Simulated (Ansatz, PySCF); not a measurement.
Species: CHCl₃, charge 0, singlet. CHCl3 (chloroform, SMILES ClC(Cl)Cl).
B3LYP-D3(BJ)/def2-TZVP minimum from Ansatz (a first-principles code):
```xyz
5

C     -0.0077     0.0005     0.4558
H     -0.0259     0.0016     1.5371
Cl     0.0149     1.6916    -0.0853
Cl     1.4596    -0.8576    -0.0583
Cl    -1.4702    -0.8343    -0.1077
```
Charge 0, spin multiplicity 1.

Total energies in hartree (Ansatz). Open shells are spin-unrestricted; no spin-orbit coupling. Correlated methods leave the cores frozen. No relativity. For partners of very few electrons the exact lower level stands in for a higher one.

| species | HF/cc-pV(T+d)Z | CCSD(T)/cc-pV(T+d)Z | HF/cc-pV(Q+d)Z | CCSD(T)/cc-pV(Q+d)Z | CCSD(T)/cc-pV(D+d)Z | CCSDT(Q)/cc-pV(D+d)Z |
|---|---|---|---|---|---|---|
| 1: CHCl3 (chloroform, SMILES ClC(Cl)Cl) | -1417.00330 | -1417.82624 | -1417.01685 | -1417.90898 | -1417.56261 | -1417.56485 |
| 2: C (triplet) | -37.69157 | -37.78076 | -37.69331 | -37.78654 | -37.76038 | -37.76071 |
| 3: H (doublet) | -0.49981 | -0.49981 | -0.49995 | -0.49995 | -0.49928 | -0.49928 |
| 4: Cl (doublet) | -459.48556 | -459.67356 | -459.48916 | -459.69449 | -459.60403 | -459.60445 |

Work out the enthalpy of formation at 298 K (by atomisation, with ideal-gas terms from PySCF's Hessian at B3LYP-D3(BJ)/def2-TZVP and the atoms' measured values of the G2/97 table; no spin-orbit terms) in kcal/mol: take Hartree-Fock from cc-pV(Q+d)Z, extrapolate the CCSD(T) correlation energy as X^-3 (X = 3, 4), and add CCSDT(Q) - CCSD(T) in cc-pV(D+d)Z. The further terms named in the bracket sum to +0.50771 hartree. 1 hartree = 627.51 kcal/mol.


Species 1: correlation (64·(-0.89213) - 27·(-0.82294))/37 = -0.94262; step -0.00224; E1 = -1417.01685 + (-0.94262) + (-0.00224) = -1417.96171
Species 2: correlation (64·(-0.09323) - 27·(-0.08919))/37 = -0.09618; step -0.00033; E2 = -37.69331 + (-0.09618) + (-0.00033) = -37.78982
Species 3: correlation (64·(0.00000) - 27·(0.00000))/37 = 0.00000; step +0.00000; E3 = -0.49995 + (0.00000) + (+0.00000) = -0.49995
Species 4: correlation (64·(-0.20533) - 27·(-0.18800))/37 = -0.21798; step -0.00042; E4 = -459.48916 + (-0.21798) + (-0.00042) = -459.70756
+1·E1 -1·E2 -1·E3 -3·E4 +0.50771 = -0.04155 hartree = -26.1 kcal/mol. Measured: -24.7 kcal/mol, -103.5 kJ/mol (Active Thermochemical Tables 1.112 (ions: stationary electron), as tabulated in the package chemicals); atomic spin-orbit terms, which the calculations lack, would raise the computed values. The composite differs from it by -1.3 kcal/mol; core, relativistic and spin-orbit terms are not in it.
